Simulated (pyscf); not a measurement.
**Four-centre exchange: F–Be–F + Cl–Si(Cl)(Cl)–Cl → F–Be–Cl + F–Si(Cl)(Cl)–Cl**

Gas phase, singlet surface, charge 0. Bonds broken: Be1–F2, Si4–Cl5. Bonds formed: Be1–Cl5, F2–Si4. Single points on ωB97X-D3(BJ)/def2-SVP structures (PySCF, gas phase).

Transition state (Å):

```xyz
8

Be    -0.3661    -0.1428     1.7296
F     -0.1486     1.1989     0.9041
F     -0.0609    -0.4424     3.0640
Si    -0.3920     0.9767    -0.8881
Cl    -1.1635    -1.0625     0.1638
Cl    -0.6577     3.0070    -1.0041
Cl     1.5165     0.4154    -1.2938
Cl    -1.5807     0.4276    -2.4711
```

One imaginary mode, 85i cm⁻¹; descent along it reached the two sides named, in the forms told below.

| bond | change | reactant side (Å) | saddle | product side |
|---|---|---|---|---|
| Be1–F2 | breaks | 1.419 | 1.590 | 1.775 |
| Si4–Cl5 | breaks | 2.087 | 2.421 | 3.4 |
| Be1–Cl5 | forms | 2.357 | 1.983 | 1.869 |
| F2–Si4 | forms | 3.0 | 1.822 | 1.670 |

Electronic energies relative to the separated reactants (kcal/mol):

```
level                   barrier  reaction energy  reverse barrier
----------------------  -------  ---------------  ---------------
ωB97X-D3(BJ)/def2-TZVP      4.6             -4.2              8.8
PBE/def2-TZVP               7.0             -4.7             11.7
r²SCAN/def2-TZVP            4.9             -6.6             11.5
B3LYP-D3(BJ)/def2-TZVP      7.4             -4.6             12.0
PBE0-D3(BJ)/def2-TZVP       5.3             -4.6              9.9
M06-2X/def2-TZVP            4.7             -7.2             11.8
ωB97M-D3(BJ)/def2-TZVP      6.4             -5.7             12.0
HF/def2-TZVP               19.8             -9.9             29.7
```

With ωB97M-D3(BJ)/def2-TZVP energies and thermal terms (ideal gas, 1 atm, RRHO with modes under 100 cm⁻¹ raised to 100, one conformer, R ln 2 for rigid chiral ones), in kcal/mol:

| T (K) | ΔH‡ | ΔG‡ | ΔH | ΔG |
|---|---|---|---|---|
| 298 | 6.5 | 17.2 | -5.7 | -7.0 |
| 600 | 6.7 | 27.9 | -5.7 | -8.3 |
| 900 | 7.1 | 38.4 | -5.7 | -9.6 |
| 1200 | 7.4 | 48.8 | -5.7 | -10.9 |

On the reactant side the descent ends in an adduct with a Be–Cl contact, 5.6 kcal/mol under the separated species and 10.3 kcal/mol under the saddle at ωB97X-D3(BJ)/def2-TZVP. On the product side the descent ends in an adduct with a Be–F contact, 6.3 kcal/mol under the separated species and 15.1 kcal/mol under the saddle at ωB97X-D3(BJ)/def2-TZVP. What is counted as formed (Be–Cl) is already present as a longer contact in the reactant adduct; forming that adduct is a step of its own. What is counted as broken (Be–F) persists as a longer contact in the product adduct; parting that adduct is a step of its own. This is the saddle that the search found; another between the same sides may lie lower.
